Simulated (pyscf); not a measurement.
Thermochemistry of product channels of `[AsH3]` + `[BH]` [singlet] on the singlet surface, in kcal/mol, from ωB97M-D3(BJ)/def2-TZVP energies (ideal gas, 1 atm, RRHO with modes under 100 cm⁻¹ raised to 100, one conformer, R ln 2 for rigid chiral ones). Structures and frequencies: ωB97X-D3(BJ)/def2-SVP in PySCF.

```
products                             ΔE  ΔH(298 K)  ΔG(600 K)  ΔG(900 K)
--------------------------------  -----  ---------  ---------  ---------
`[BH]=[AsH]` + `[H][H]`           -57.9      -58.0      -56.2      -55.7
`[B][AsH2]` [singlet] + `[H][H]`   -3.1       -4.0       -4.0       -4.6
```

These are energies of the channels, which say nothing of barriers. B–AsH₂ [singlet] lies 44.0 kcal/mol over its isomer H₂B–As: [triplet], and others may lie lower still (electronic energy, ωB97M-D3(BJ)). Elements up to Kr have no core potential and no relativistic terms here.
